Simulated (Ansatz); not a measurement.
# CH₄NO+: functionals against CCSD(T) at one geometry

The task here is to estimate one member of a computed series from the others.

The runs use Ansatz 0.2.0, Gaussian basis; single points in def2-TZVPP.

Cores are frozen in the correlated methods. B3LYP uses VWN-RPA correlation.

## Starting geometry

7 atoms, charge 1, spin multiplicity 1.

Atoms are counted from 1 here; the program's logs count them from 0.

Bond lengths: N1–C2 1.553 Å, N1–H4 1.065 Å, N1–H5 0.978 Å, N1–H6 1.059 Å, C2–O3 1.164 Å, C2–H7 1.119 Å. Angles: C2–N1–H4 107.6°, C2–N1–H5 111.4°, C2–N1–H6 109.2°, H4–N1–H5 108.2°, H4–N1–H6 112.6°, H5–N1–H6 107.8°, N1–C2–O3 116.8°, N1–C2–H7 112.1°, O3–C2–H7 130.0°.

As a file:

```
atom     x (Å)     y (Å)     z (Å)
  N1  -0.50020   0.36080  -0.20640
  C2   0.67670  -0.51000   0.31300
  O3   1.05970  -1.35060  -0.39580
  H4  -1.34990  -0.27300  -0.30760
  H5  -0.30030   0.74480  -1.08340
  H6  -0.66600   1.16040   0.46720
  H7   1.14170  -0.08070   1.23530
```

Set-up of the first run:

The input, run/in.yaml:

```yaml
crystal:
  periodic: [false, false, false]
  atoms:
    - {symbol: N, position_ang: [-0.500200, 0.360800, -0.206400]}
    - {symbol: C, position_ang: [0.676700, -0.510000, 0.313000]}
    - {symbol: O, position_ang: [1.059700, -1.350600, -0.395800]}
    - {symbol: H, position_ang: [-1.349900, -0.273000, -0.307600]}
    - {symbol: H, position_ang: [-0.300300, 0.744800, -1.083400]}
    - {symbol: H, position_ang: [-0.666000, 1.160400, 0.467200]}
    - {symbol: H, position_ang: [1.141700, -0.080700, 1.235300]}
basis:
  gaussian: {orbitals: def2-TZVPP}
total_charge: 1
correlation: {method: ccsd_t}
output: {forces: true}
```

No record of the launch command was kept for these runs.

Among the steps run: CCSD(T)/def2-TZVPP; PBE0-D4/def2-TZVPP; wB97M-V/def2-TZVPP; r2SCAN-D4/def2-TZVPP; PBE-D4/def2-TZVPP; B3LYP-D4/def2-TZVPP; HSE06-D4/def2-TZVPP.

One table of the session follows, with a row left open; its other results are not shown here.

```
   method  RMS force component (eV/Å)  angle to CCSD(T) forces (°)
  CCSD(T)                       1.156                    reference
  PBE0-D4                       1.104                         18.4
  wB97M-V                       1.100                         15.7
r2SCAN-D4                       1.102                         13.7
   PBE-D4                       1.135                          8.8
 B3LYP-D4                       1.096                         15.0
 HSE06-D4                           ?                            ?
```

Q: Estimate the row for HSE06-D4 from the others.

As computed: RMS force component (eV/Å): 1.104; angle to CCSD(T) forces (°): 18.1.
